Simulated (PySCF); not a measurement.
# N2H (dinitrogen monohydride) at UPBE/STO-3G

Aim: the vertical doublet–quartet gap of N2H (dinitrogen monohydride) at UPBE/STO-3G, from 2 runs. 

The results are computed with PySCF 2.14.0.

9 further runs of the same task are left out: 9 set aside as unsound or not needed.

## (1) Starting point

N2H has 3 atoms, charge 0, and is taken as a doublet. SMILES: `[N]=N`. Geometry: relaxed at PBE0-D4/def2-TZVP.

Bond lengths: N1–N2 1.165 Å, N2–H3 1.057 Å. Angles: N1–N2–H3 117.5°.

## (2) A single-point energy at UPBE/STO-3G

geometry.xyz reads:

```xyz
3

N      0.710530    -0.606720     0.326180
N     -0.268660    -0.217710    -0.170100
H     -0.441870     0.824430    -0.156080
```

input.py reads:

```python
from pyscf import gto, dft

mol = gto.Mole()
mol.atom = 'geometry.xyz'
mol.verbose = 3
mol.basis = 'sto-3g'
mol.max_memory = 1860
mol.spin = 1
mol.build()

ks = dft.UKS(mol, xc='pbe')
ks.grids.level = 5
ks.conv_tol = 1e-10
ks.kernel()
if not ks.converged:
    ks = ks.newton().run(ks.mo_coeff, ks.mo_occ)

e_final = ks.e_tot
print('E(%s) = %.9f' % ('PBE', e_final))
```

Command:

```bash
$ OMP_NUM_THREADS=1 python input.py
```

Output:

```text
converged SCF energy = -108.433591716209  <S^2> = 0.7517166  2S+1 = 2.0017159
E(PBE) = -108.433591716
```

It took 2.7 s on 1 thread of AMD EPYC 7R43 (Zen 3), shared host; peak memory 0.16 GiB.

## (3) The quartet, same level

input.py reads:

```python
from pyscf import gto, dft

system = gto.Mole()
system.atom = '''
N      1.342707    -1.146535     0.616391
N     -0.507694    -0.411412    -0.321442
H     -0.835013     1.557947    -0.294948
'''
system.spin = 3
system.basis = 'sto-3g'
system.verbose = 3
system.unit = 'bohr'
system.max_memory = 1860
system.build()

myscf = dft.UKS(system, xc='pbe')
myscf.grids.level = 5
myscf.conv_tol = 1e-10
myscf.kernel()
if not myscf.converged:
    myscf = myscf.newton().run(myscf.mo_coeff, myscf.mo_occ)

energy = myscf.e_tot
print('Final energy', energy)
```

Command:

```bash
$ OMP_NUM_THREADS=1 python input.py
```

Output:

```text
WARN: HOMO -0.0150801122298188 >= LUMO -0.329347343703739

WARN: HOMO 0.0254874114843414 >= LUMO -0.177931964566592

WARN: HOMO 0.0137761500500313 >= LUMO -0.19547171461265

WARN: HOMO 0.00329967023070077 >= LUMO -0.204013126529219

WARN: HOMO 0.0059782454444125 >= LUMO -0.202015090233491

WARN: HOMO 0.00562084320434841 >= LUMO -0.202395425708069

WARN: HOMO 0.00563557596434738 >= LUMO -0.202364950156743

WARN: HOMO 0.00563334379119729 >= LUMO -0.202367679538447

WARN: HOMO 0.00563352885511348 >= LUMO -0.202367598753602

WARN: HOMO 0.00563354868394095 >= LUMO -0.202367615439678

converged SCF energy = -108.198514949963  <S^2> = 3.7504257  2S+1 = 4.0002129
Final energy -108.19851494996271
```

Run time: 2.7 s. Hardware: 1 thread of AMD EPYC 7R43 (Zen 3), shared host; peak memory 0.16 GiB.

## (4) Summary of results

At UPBE/STO-3G:

| quantity | value |
| --- | --- |
| doublet: total energy | -108.43359 Eh |
| doublet: dipole moment | 1.78 D |
| doublet: HOMO energy (highest over α and β) | -1.98 eV |
| doublet: LUMO energy (lowest over α and β) | -0.09 eV |
| doublet: ⟨S²⟩ | 0.752 |
| quartet: total energy | -108.19851 Eh |
| quartet: dipole moment | 0.96 D |
| quartet: HOMO energy (highest over α and β) | 0.15 eV |
| quartet: ⟨S²⟩ | 3.750 |
| vertical energy of the quartet above the doublet | 6.397 eV |

At this shape the quartet lies 6.40 eV (617 kJ/mol) above the doublet. In a minimal basis such a difference can be off by several eV, whatever the method.
